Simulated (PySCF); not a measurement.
**Dipole moment and polarisability of hydrogen isocyanide**

Compound: hydrogen isocyanide, CHN.
Numbering: `[C-:1]#[NH+:2]` (hydrogens: H3 on N2)

Geometry (GFN2-xTB, Å), atoms numbered from 1 in this order:
```
atom  x, y, z in Å
C1     1.0615    0.3892   -0.0061
N2    -0.0475    0.0542   -0.0041
H3    -1.0025   -0.2341   -0.0024
```

Level: wB97X-D/def2-SVPD (PySCF), static field, nuclei fixed, core orbitals frozen in the response. The polarisability tensor in these axes (au):

```
x   22.08  2.28 -0.01
y    2.28 15.22  0.00
z   -0.01  0.00 14.54
```

Question: Give the principal values, the mean and the anisotropy Δα = √{½[(α1 − α2)² + (α2 − α3)² + (α1 − α3)²]}.

Answer: Principal values 14.54, 14.54 and 22.76 au; mean 17.28 au = 2.56 Å³ = 2.85 × 10⁻⁴⁰ C²·m²/J; Δα = 8.23 au (48 % of the mean).

Question: What is the dipole moment, and where does it point?

Answer: (-3.01, -0.91, 0.01) D, 3.15 D in size, pointing from the negative to the positive side. Measured along this direction, the outermost atoms are C1 at the negative end and H3 at the positive end.

Question: What would n − 1 = 2πNα be for an ideal gas of these molecules at 500 K and 1 atm, electronic part alone?

Answer: N = p/kT = 1.4678 × 10¹⁹ cm⁻³, so n − 1 = 2π × N × 2.56 × 10⁻²⁴ cm³ = 236 × 10⁻⁶ at long wavelengths.

Question: Rayleigh depolarisation ratio (linearly polarised light, static tensor)?

Answer: ρ = 3Δα²/(45ᾱ² + 4Δα²) = 203.1/(13435 + 270.8) = 0.0148.

Question: In a dilute gas of rigid molecules at 400 K, how does the orientational term μ²/3kT compare with the electronic polarisability?

Answer: In Gaussian units μ²/3kT = 59.71 Å³ against 2.56 Å³, a ratio of 23.32; the Debye molar polarisation (4π/3)N_A(α + μ²/3kT) is 157.1 cm³/mol, leaving out the vibrational part.

Question: What molar refraction does this α imply?

Answer: Lorentz–Lorenz: R = (4π/3)N_A α = 2.5225 cm³/(mol·Å³) × 2.56 Å³ = 6.5 cm³/mol, in the limit of long wavelengths.

Isolated species at its GFN2-xTB geometry, gas phase.
